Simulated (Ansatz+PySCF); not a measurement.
The numbers below are computed, except where a source is named.
## Ansatz (development build ahead of 0.2.0) run

```yaml
crystal:
  periodic: [false, false, false]
  atoms:
    - { symbol: C, position_ang: [0.0, 0.0, -0.6988] }
    - { symbol: C, position_ang: [0.0, 0.0, 0.6988] }
    - { symbol: H, position_ang: [0.0, -0.94204, -1.0719] }
    - { symbol: H, position_ang: [-0.81583, 0.47102, -1.0719] }
    - { symbol: H, position_ang: [0.81583, 0.47102, -1.0719] }
    - { symbol: H, position_ang: [0.0, 0.94204, 1.0719] }
    - { symbol: H, position_ang: [-0.81583, -0.47102, 1.0719] }
    - { symbol: H, position_ang: [0.81583, -0.47102, 1.0719] }
basis:
  gaussian: { orbitals: def2-SVP }
magnetization:
  spin_polarized: true
hamiltonian:
  xc: hf
scf:
  omitted_lower_state_checks: [starts, atomic_configurations, cluster_reference, orbital_swaps, given_window_search, neighbouring_geometries, increment]
```

The input is written out in the form of the current development build from the run's settings.

The run gave:

- Converged: yes
- Total energy: -79.13396 hartree
- Spin squared of the determinant: 0.000
- Stability test: minimum
